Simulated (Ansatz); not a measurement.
Born–Oppenheimer molecular dynamics of C2H4B (7 atoms, charge 1, multiplicity 1). It starts at the highest image of a converged band. Of that band: Neighbouring images differ by up to 1.6 eV, so the band resolves the path poorly. A vibrational analysis at the climbing image gives one clearly imaginary mode, 795i cm⁻¹: a first-order saddle point.

Computed with RKS PBE0-D4/def2-SVPD (Ansatz).

- ensemble: NVE (velocity Verlet)
- time step: 0.5 fs
- steps asked: 200
- starting velocities drawn for: 100 K
- seed: 8770

First frame:

```xyz
7
Properties=species:S:1:pos:R:3
B -0.910 -0.931 -0.137
C 0.154 0.391 -0.602
C 0.325 0.039 0.657
H -0.909 0.074 -1.122
H 0.782 0.880 -1.353
H 1.152 0.118 1.369
H -0.595 -0.571 1.187
```

Q: How far do the bonds stretch over the last three quarters of this one trajectory? (Pairs bonded in most of those frames.)

A: 
```
 bond  mean (Å)  spread (Å)  shortest  longest
C2–C3     1.351       0.012      1.33     1.37
C2–H4     1.106       0.011      1.09     1.14
C2–H5     1.101       0.009      1.09     1.12
C3–H6     1.106       0.034      1.05     1.16
C3–H7     1.106       0.013      1.08     1.14
```

Mean temperature of the second half: 451 K. The conserved energy stayed within 0.14 meV per atom of its start (net change 0.057 meV per atom), so the integration is sound. The system heated up, since it started high on the potential surface and ran downhill. A run of 0.1 ps of so small a system gives no equilibrium averages. The orbitals stay closed-shell, which can raise the energy where a bond breaks towards radicals; this wasn't checked here. Limits of this set-up: the dipole of an ion depends on the origin.

Time of the run: 2.4 min on 2 threads of Intel(R) Xeon(R) Platinum 8488C (Sapphire Rapids), on a shared host, peak memory 0.17 GiB.
